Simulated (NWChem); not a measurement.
# formaldehyde (CH2O); SMILES C=O

```xyz
4

C      0.0000     0.0000     0.5184
O      0.0000     0.0000    -0.6898
H      0.0000    -0.9529     1.1300
H      0.0000     0.9529     1.1300
```
Atoms are numbered in this order, from 1.

Computed with NWChem. Geometry optimised at PBE-D3(BJ)/def2-SVP; all other runs use it. Pople sets run with spherical d functions.

| quantity | level | value |
|---|---|---|
| anisotropy (bohr³) at 589 nm | PBE0/def2-SVPD | ___ |
| vertical ionisation energy, ΔSCF (eV) | PBE0/6-31+G* | ___ |
| highest occupied level (eV) | PW91/def2-TZVP | -6.30 |
| vertical, lowest excitation, singlet (eV) | B3LYP/def2-SVPD, TDA | 3.97 |
| first state with f > 0.002 (eV), O K edge, unshifted | BHandHLYP/6-311G**, TDA | 528.0 |
| dipole (D) | PBE-D3(BJ)/def2-SVP | 1.96 |
| highest harmonic frequency (cm⁻¹) | PBE-D3(BJ)/def2-SVP | ___ |

Question: Complete the blanks.

Answer: 
- anisotropy (bohr³) at 589 nm, value: 8.7
- vertical ionisation energy, ΔSCF (eV), value: 10.81
- highest harmonic frequency (cm⁻¹), value: 2821
